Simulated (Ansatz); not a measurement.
# Active spaces for PH3, singlet

Program: Ansatz, Gaussian basis, development build. Basis aug-cc-pV(D+d)Z on P, aug-cc-pVDZ on H, nonrelativistic, 5 orbitals frozen in the corrections. State-specific CASSCF; RHF is the lowest restricted (open-shell) Hartree–Fock solution met. Single-reference values can break down or jump between states where bonds are stretched. No symmetry is imposed, so a solution can break that of the shape. The lowest solution met needn't be the lowest there is, nor hold the orbitals that a chemist would pick.

Geometry. A bond is stretched, to 1.49 times the sum of the covalent radii.

```xyz
4

P     0.1208    0.0000    0.0828
H    -0.2110    0.0000   -1.9411
H    -0.8002   -1.0398    0.3496
H    -0.8002    1.0398    0.3496
```

**Question.** What do CASSCF and its corrections give against RHF in CAS(2,2), and what are the occupations?

**Answer.** CASSCF -0.916 eV, SC-NEVPT2 -4.288 eV; occupations 1.88, 0.12.

**Question.** How do single-reference totals in the same basis and frozen core stand against SC-NEVPT2 in CAS(2,2)?

**Answer.** CCSD(T) -0.884 eV. Coupled cluster stands on the determinant that it favours, which can lie over the RHF solution above, and is in doubt where the occupations are far from 0, 1 and 2.
